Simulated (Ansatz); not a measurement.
Geometry optimisation, RKS PBE-D4/def2-SVPD in Ansatz 0.2.0.

Input:

```yaml
crystal:
  periodic: [false, false, false]
  atoms:
    - { symbol: C, position_ang: [-0.6555, 0.327, -0.5947] }
    - { symbol: "N", position_ang: [-0.2868, 0.4919, 0.7671] }
    - { symbol: Si, position_ang: [0.5064, -0.8146, 0.061] }
    - { symbol: H, position_ang: [-1.6154, -0.0224, -0.7887] }
    - { symbol: H, position_ang: [-0.3348, 1.0926, -1.3327] }
    - { symbol: H, position_ang: [0.3731, 1.2786, 0.8986] }
    - { symbol: H, position_ang: [1.9899, -0.4149, 0.1288] }
    - { symbol: H, position_ang: [0.1153, -1.9954, 0.8047] }
basis:
  gaussian: { orbitals: def2-SVPD }
hamiltonian:
  xc: pbe
  dispersion: d4
relax:
  f_tol: 0.02
  max_steps: 50
```

Launched with:

```bash
$ ansatz run input.yaml --threads 2 --pin off --max-ram 3072MiB --backend cpu --events-out ev --progress --plain --runs-dir out
```

Task: Where does it end, and by what steps?

Result: It converged. After 9 steps the energy has fallen by 0.729 eV; H6 moved furthest, 0.37 Å.

```json
{"step": "0", "energy less start (eV)": "0.0000", "largest force component (eV/Å)": "3.867", "accepted": "yes"}
{"step": "1", "energy less start (eV)": "-0.5835", "largest force component (eV/Å)": "1.715", "accepted": "yes"}
{"step": "2", "energy less start (eV)": "-0.7145", "largest force component (eV/Å)": "0.284", "accepted": "yes"}
{"step": "3", "energy less start (eV)": "-0.7227", "largest force component (eV/Å)": "0.155", "accepted": "yes"}
{"step": "4", "energy less start (eV)": "-0.7224", "largest force component (eV/Å)": "0.185", "accepted": "no"}
{"step": "5", "energy less start (eV)": "-0.7268", "largest force component (eV/Å)": "0.061", "accepted": "yes"}
{"step": "6", "energy less start (eV)": "-0.7271", "largest force component (eV/Å)": "0.079", "accepted": "yes"}
{"step": "7", "energy less start (eV)": "-0.7244", "largest force component (eV/Å)": "0.302", "accepted": "no"}
{"step": "8", "energy less start (eV)": "-0.7289", "largest force component (eV/Å)": "0.021", "accepted": "yes"}
{"step": "9", "energy less start (eV)": "-0.7293", "largest force component (eV/Å)": "0.013", "accepted": "yes"}
```

```xyz
8
Properties=species:S:1:pos:R:3
C -0.625 0.336 -0.624
N -0.334 0.590 0.820
Si 0.582 -0.802 0.218
H -1.672 0.051 -0.832
H -0.220 1.049 -1.367
H 0.107 1.487 1.039
H 2.029 -0.645 -0.126
H 0.226 -2.123 0.815
```

Whether the end is a true minimum wasn't checked by a vibrational analysis.

The run took 34 s on 2 threads of Intel(R) Xeon(R) Platinum 8259CL CPU @ 2.50GHz (Skylake/Cascade Lake), with other jobs on the host, peak memory 0.21 GiB.
